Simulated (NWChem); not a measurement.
## Basis-set dependence for Cl (-1)

SMILES: [Cl-]
```xyz
1

Cl     0.0000     0.0000     0.0000
```
Charge -1, spin multiplicity 1.

The numbers come from NWChem runs, not from measurements.

Hartree-Fock energies in Ha, correlation energies in mHa.

The correlated methods keep 5 core orbitals frozen. Coupled-cluster values serve here as a point of comparison, not as the truth.

```
basis       functions         RHF     MP2  SCS-MP2    CCSD  CCSD+T(CCSD)  CCSD(T)  CR-CCSD[T]  CR-CCSD(T)
----------  ---------  ----------  ------  -------  ------  ------------  -------  ----------  ----------
def2-SVPD          27  -459.41913  -157.3   -151.6  -168.6        -173.1   -172.9      -172.4      -172.3
def2-TZVPD         46  -459.56471  -200.5   -196.6  -216.9        -225.8   -225.8      -224.4      -224.3
```

From def2-SVPD to def2-TZVPD the Hartree-Fock energy moves by -145.6 mHa and the MP2 correlation energy by -43.3 mHa, which is 22 % of its value in the larger set.
